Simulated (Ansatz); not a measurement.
# CHMg (doublet): CAM-B3LYP, wB97M-V, B2PLYP over a scan of the angle C1–Mg2–H3, 6-31G

Aim: run CHMg (doublet) with these functionals over a scan of the angle C1–Mg2–H3, and hold them against the top wave-function level at the same points.

Program: Ansatz 0.2.0, Gaussian basis. Level of theory: 6-31G, all electrons in the functionals, frozen cores in the correlation of double hybrids and RPA. These are calculated values, not measurements.

Plan: CAM-B3LYP, wB97M-V, B2PLYP, at 72.4°; 89.8°; 108.9°; 124.6°; 137.7°; 161.7°; 180.0°.

29 further runs of the same task are left out: 12 for a known fault of the program, 14 that didn't finish, 3 set aside as unsound or not needed. Runs told in other sessions of the task aren't counted.

### Step 1. The geometry

The geometry derives from a PBE0/def2-TZVP stationary point (not a proven minimum). One angle is set to the value named; bond lengths are kept.

3 atoms, charge 0, spin multiplicity 2.

Atoms are counted from 1 here; the program's logs count them from 0.

Bond lengths: C1–Mg2 2.097 Å, Mg2–H3 1.697 Å. Angles: C1–Mg2–H3 180.0°.

No dispersion term is added; wB97M-V holds VV10 nonlocal correlation.

The geometry shown and the zero of energy belong to the point 180.0°. The yardstick, FCI, and other wave-function levels (R restricted, U unrestricted, valence and pair active spaces) come from earlier runs.

### Step 2. CAM-B3LYP, 72.4°

Input file in.yaml:

```yaml
crystal:
  periodic: [false, false, false]
  atoms:
    - {symbol: C, position_ang: [1.110635, 0.000000, 0.866979]}
    - {symbol: Mg, position_ang: [-0.581497, 0.000000, -0.371474]}
    - {symbol: H, position_ang: [0.787523, 0.000000, -1.373445]}
basis:
  gaussian: {orbitals: 6-31G}
magnetization: {spin_polarized: true, initial_magnetization: 1}
hamiltonian: {xc: {name: CAM-B3LYP}}
```

Launch:

```sh
> ansatz run in.yaml --threads 1 --pin off --events-out ev --progress --plain --max-ram 2393MiB
```

The runs that follow: CAM-B3LYP, 89.8°; CAM-B3LYP, 108.9°; CAM-B3LYP, 124.6°; CAM-B3LYP, 137.7°; CAM-B3LYP, 161.7°; CAM-B3LYP, 180.0°; wB97M-V, 72.4°; wB97M-V, 89.8°; wB97M-V, 108.9°; wB97M-V, 124.6°; wB97M-V, 137.7°; wB97M-V, 161.7°; wB97M-V, 180.0°; B2PLYP, 72.4°; B2PLYP, 89.8°; B2PLYP, 108.9°; B2PLYP, 124.6°; B2PLYP, 137.7°; B2PLYP, 161.7°; B2PLYP, 180.0°.

**Question.** What will the summary of the whole plan be? Wanted: span of the FCI curve; largest miss, CAM-B3LYP; largest miss, wB97M-V; largest miss, B2PLYP.

The runs gave:

```
               quantity              value
  span of the FCI curve           0.300 eV
largest miss, CAM-B3LYP  +0.876 eV (72.4°)
  largest miss, wB97M-V  +0.723 eV (72.4°)
   largest miss, B2PLYP  +0.757 eV (72.4°)
```

Of the functionals, wB97M-V keep the smallest largest miss at the points compared (at most 0.723 eV) and CAM-B3LYP strays most (0.876 eV, at 72.4°). CAM-B3LYP, wB97M-V, B2PLYP clearly break the spin symmetry at some points (⟨S²⟩ up to 0.87 above the pure value), so energy there is bought with a mixed spin. Functionals and the yardstick converge differently with the basis, so part of each miss in 6-31G is the basis.
